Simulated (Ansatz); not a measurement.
**How methods differ on CF3 (trifluoromethyl radical)**

The species is CF3 (4 atoms), meant as a doublet with charge 0. As SMILES, `F[C](F)F`. The shape is that of a PBE0-D4/def2-TZVP optimisation.

```xyz
4

F    -1.2275    0.0249    0.2654
C    -0.0395   -0.0595   -0.2867
F     0.6589   -1.0449    0.2273
F     0.6081    1.0795   -0.2059
```

Quantity: the energy change with the C2–F4 bond stretched from 1.313 to 3.282 Å, in eV. The values are calculated.

```tsv
level	kind	program	value (eV)	less FCI/STO-3G
UHF/STO-3G	Hartree–Fock	Ansatz	2.48	+0.06
U-revPBE/STO-3G	GGA	Ansatz	3.61	+1.19
UBLYP/STO-3G	GGA	Ansatz	3.66	+1.24
U-r2SCAN/STO-3G	meta-GGA	Ansatz	3.70	+1.28
UB3LYP/STO-3G	global hybrid	Ansatz	3.63	+1.21
UPBE0/STO-3G	global hybrid	Ansatz	3.77	+1.35
UCCSDT/STO-3G	coupled cluster or CI	Ansatz	2.43	+0.01
FCI/STO-3G	exact in the basis	Ansatz	2.42	0.00
```

FCI/STO-3G is exact within its basis and frozen core, so for wave-function methods in that basis the difference is their error; functionals converge differently with the basis, so for them it is only a difference. The first shape isn't each level's own minimum. The values span 2.42 to 3.77 eV. Spin contamination of the reference (⟨S²⟩ at least 0.1 too high) touches UHF/STO-3G, UCCSDT/STO-3G. All rows use very small basis sets, so none should be taken for the real molecule's value.
